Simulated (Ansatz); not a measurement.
# AlSiH3 (triplet): from Hartree-Fock to the top rungs at distance Al1–H4 along a hydrogen transfer = 1.927 Å, cc-pVTZ

The task here is to estimate one member of a computed series from the others.

Program: Ansatz 0.2.0, Gaussian basis. Level of theory: cc-pVTZ, core rule «outside noble gas», up to 10 orbitals frozen. These are calculated values, not measurements.

To be run: UHF; CCSD(T) on ROHF; CCSD(T) on UHF; BCCD(T) on ROHF; CISD; CCSDT(Q) on ROHF; CCSDT(Q) on UHF; CASSCF and NEVPT2, 4 electrons in 4 orbitals.

5 further runs of the same task are left out: 5 for a known fault of the program.

## The system

The geometry derives from fragments relaxed apart (PBE0/def2-TZVP) and kept rigid, so it is no stationary point. A hydrogen atom is moved between rigid fragments.

5 atoms, charge 0, spin multiplicity 3.

Atoms are counted from 1 here; the program's logs count them from 0.

Bond lengths: Al1–H2 1.586 Å, Al1–H3 1.586 Å, Al1–H4 1.927 Å, H4–Si5 1.577 Å. Angles: H2–Al1–H3 120.0°, H2–Al1–H4 120.0°, H3–Al1–H4 120.0°, Al1–H4–Si5 180.0°.

Geometry (Å):

```xyz
5
AlH3Si
Al   -1.7000    0.0000    0.0000
H    -2.4929    1.3734    0.0000
H    -2.4929   -1.3734    0.0000
H     0.2270    0.0000    0.0000
Si    1.8040    0.0000    0.0000
```

The first run:

in.yaml reads:

```yaml
crystal:
  periodic: [false, false, false]
  atoms:
    - {symbol: Al, position_ang: [-1.700017, 0.000000, 0.000000]}
    - {symbol: H, position_ang: [-2.492941, 1.373384, 0.000000]}
    - {symbol: H, position_ang: [-2.492941, -1.373384, 0.000000]}
    - {symbol: H, position_ang: [0.226983, 0.000000, 0.000000]}
    - {symbol: Si, position_ang: [1.803983, 0.000000, 0.000000]}
basis:
  gaussian: {orbitals: cc-pVTZ}
magnetization: {spin_polarized: true, initial_magnetization: 2}
hamiltonian: {xc: hf}
output: {orbitals: {seedname: orbitals}}
```

The run is started by

```bash
$ ansatz run in.yaml --threads 1 --pin off --events-out ev --progress --plain --max-ram 8192MiB --backend cpu
```

Steps of the session up to this table: UHF; CCSD(T) on ROHF; CCSD(T) on UHF; BCCD(T) on ROHF; CISD; CCSDT(Q) on ROHF; CCSDT(Q) on UHF; CASSCF and NEVPT2, 4 electrons in 4 orbitals.

One of the session's tables, all rows but one given; the rest of the session is left out.

It belongs to the step «Misses and costs». 

| method | from UCCSDT(Q) (kJ/mol) |
| --- | --- |
| ROHF | +580.9 |
| UHF | +565.2 |
| RMP2 | +126.1 |
| UMP2 | +131.0 |
| CISD | +70.9 |
| RCCSD | +25.5 |
| UCCSD | +25.0 |
| RCCSD(T) | +5.7 |
| UCCSD(T) | +5.8 |
| BCCD(T) | +5.7 |
| RCCSDT | ? |
| UCCSDT | +1.1 |
| RCCSDT(Q) | +0.2 |
| UCCSDT(Q) | 0 |
| CASSCF pair | +541.8 |
| NEVPT2 pair | +134.5 |

Q: Estimate the row for RCCSDT from the others.

The run gave: from UCCSDT(Q) (kJ/mol): +1.2. In the column «from UCCSDT(Q) (kJ/mol)» it lies between UCCSDT (+1.1) and RCCSD(T) (+5.7).

Limits of these values: Restricted and unrestricted rows rest on different reference determinants; where their highest levels disagree by more than a few hundredths of an eV, they describe different states and don't form one ladder.
